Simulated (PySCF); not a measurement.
# One molecule, many inputs

Molecule: `[H]/P=P\COC`, C$_{2}$H$_{6}$OP$_{2}$; geometry GFN2-xTB.

Bonds: C1-O2 1.407 Å, O2-C3 1.396 Å, C3-P4 1.901 Å, P4-P5 2.024 Å. C1 carries H6, H7, H8; C3 carries H9, H10; P5 carries H11.

All runs: PySCF, non-relativistic, gas phase unless a solvent (IEF-PCM) is named; grid level 2, GIAOs and SCF threshold 1e-9 unless changed. The yardstick, PBE0/pcSseg-1, gives these isotropic shieldings σ (ppm, equivalent atoms averaged): C3 102.6, O2 320.3, P4 -362.2, P5 -146.7, H11 19.89, H9/H10 27.05, H6/H7/H8 28.58.

**Question.** What do these inputs give? (1) solvent chloroform; BLYP/pcSseg-1; aux def2-universal-jkfit; (2) X3LYP/pcSseg-1

**Answer.** 
```tsv
run	outcome	functions	wall time	C3	O2	P4	P5	H11	H9/H10	H6/H7/H8
1	converged	129	12 s	88.3	302.0	-393.7	-137.7	20.41	26.95	28.49
2	converged	129	17 s	96.2	314.5	-392.5	-169.7	20.22	27.19	28.64
```

Times are on 1 thread of an Intel Xeon Platinum 8488C, shared host.

**Question.** Comment on the technical settings.

**Answer.** 
- Run 1: The functional and medium differ from the yardstick's, which in itself moves the values. The other auxiliary basis adds little: it changes only the density-fitting error.
